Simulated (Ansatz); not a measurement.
Geometry optimisation, Ansatz 0.2.0, RKS PBE0/cc-pVDZ.

The input (input.yaml):

```yaml
crystal:
  periodic: [false, false, false]
  atoms:
    - { symbol: Si, position_ang: [0.223756, 0.0, 0.040186] }
    - { symbol: Cl, position_ang: [0.818874, 0.0, 2.057533] }
    - { symbol: H, position_ang: [1.60699, 0.0, -0.425862] }
    - { symbol: H, position_ang: [-0.54891, 1.233502, -0.286929] }
    - { symbol: H, position_ang: [-0.54891, -1.233502, -0.286929] }
basis:
  gaussian: { orbitals: cc-pVDZ }
hamiltonian:
  xc: pbe0
relax:
  f_tol: 0.03
  max_steps: 50
```

Command:

```bash
$ ansatz run input.yaml --threads 1 --pin off --max-ram 2048MiB --backend cpu --events-out ev --progress --plain --runs-dir out
```

Q: Where does it end, and by what steps?

A: The forces met the threshold. After 3 steps the energy has fallen by 0.178 eV; H3 moved furthest, 0.21 Å.

```csv
step,energy less start (eV),largest force component (eV/Å),accepted
0,0.0000,1.014,yes
1,-0.1678,0.387,yes
2,-0.1723,0.429,yes
3,-0.1779,0.017,yes
```

```xyz
5
Properties=species:S:1:pos:R:3
Si 0.285 0.000 0.085
Cl 0.677 0.000 2.134
H 1.592 0.000 -0.637
H -0.501 1.227 -0.242
H -0.501 -1.227 -0.242
```

Whether the end is a true minimum wasn't checked by a vibrational analysis.

Run time: 6.9 s on 1 thread of Arm Neoverse V1 (shared host), peak memory 0.1 GiB.
